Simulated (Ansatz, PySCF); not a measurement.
Species: C$_{2}$H$_{3}$O$_{2}$, net charge 0, doublet state. It need not be the lowest isomer of its formula. 
Geometry from a B3LYP-D3(BJ)/def2-TZVP (Ansatz, a quantum-chemistry and plane-wave program) optimisation:
```xyz
7

C     -0.2571     0.1715    -0.0005
O      0.2583     1.2978    -0.0129
O     -1.3300    -0.3709     0.0089
C      1.0547    -0.8686     0.0036
H      1.9946    -0.3339    -0.0052
H      0.9005    -1.4416     0.9132
H      0.8930    -1.4581    -0.8941
```
Charge 0, spin multiplicity 2.

Wanted: atomisation energy (electronic, to ground-state atoms), in eV. Correlated levels leave the core frozen unless marked. UHF or UKS for open shells. Spin-orbit coupling is left out. Non-relativistic. The coupled-cluster limit lacks core correlation, which all-electron functionals hold. CBS marks a two-point X^-3 extrapolation of the correlation energy; Hartree-Fock from the larger set. [CCSD(T)-MP2]/basis is that difference in the basis named.

| level | program | atomisation energy (eV) |
|---|---|---|
| HF-D4/def2-TZVPD | PySCF + dftd4 | 20.33 |

Task: What does RI-MP2/CBS(cc-pVTZ,cc-pVQZ)+[CCSD(T)-MP2]/cc-pVTZ (Ansatz) give?

Result: 29.38 eV
